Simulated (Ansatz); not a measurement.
Born–Oppenheimer molecular dynamics of FH₃Si (5 atoms, charge 0, multiplicity 1). It starts from a relaxed structure.

Method: RKS PBE0-D4/def2-SVP (Ansatz).

| Quantity | Value |
| --- | --- |
| ensemble | NVT, Nosé–Hoover chain |
| time step | 2.5 fs |
| steps asked | 40 |
| set temperature | 1500 K |
| thermostat | time constant 100 fs, chain length 3 (defaults) |
| seed | 849287 |

First frame:

```xyz
5
Properties=species:S:1:pos:R:3
Si -0.014 0.000 0.005
H 0.010 0.000 1.494
F 1.518 0.000 -0.536
H -0.695 1.223 -0.502
H -0.695 -1.223 -0.502
```

(1) What does the run give?

(2) What happens to the structure?

(3) How do temperature and energy run in time?

Answers

(1) All steps were run.

```json
{"steps done": "40", "time covered": "100 fs", "mean temperature over the second half": "888 K", "spread of the potential energy over the second half": "22.1 meV per atom", "mean potential energy of the second half above the start": "74.8 meV per atom"}
```

The conserved energy wandered by up to 14.8 meV per atom (net 2.7 meV per atom), which is poor conservation. The mean temperature of the second half is 41 % below the set value. A step of 2.5 fs is long for free X–H stretches (periods near 10 fs) and can bias their spread and the temperature. A run of 0.1 ps of so small a system gives no equilibrium averages.

(2) The same pairs are bonded in the first frame and the last. Pairs count as bonded within 1.25 times the sum of covalent radii (0.12 Å more for H–H). Another seed would give other details.

(3) 
```tsv
time (fs)	T (K)	potential energy less start (eV)	conserved less start (meV/atom)
0	1500	0.000	0.00
5	750	0.314	4.69
10	75	0.607	10.81
15	842	0.266	1.87
20	1244	0.114	1.90
25	696	0.370	9.76
30	486	0.438	6.24
35	903	0.264	3.07
40	803	0.339	9.13
45	682	0.401	10.63
50	960	0.270	4.36
55	783	0.363	7.43
60	444	0.539	14.81
65	843	0.356	7.30
70	1338	0.164	4.22
75	872	0.399	11.38
80	387	0.596	10.91
85	901	0.374	4.58
90	1160	0.307	7.21
95	1027	0.402	11.04
100	996	0.394	2.73
```

Run time: 32 s on 1 thread of Arm Neoverse V1, on a shared host, peak memory 0.086 GiB.
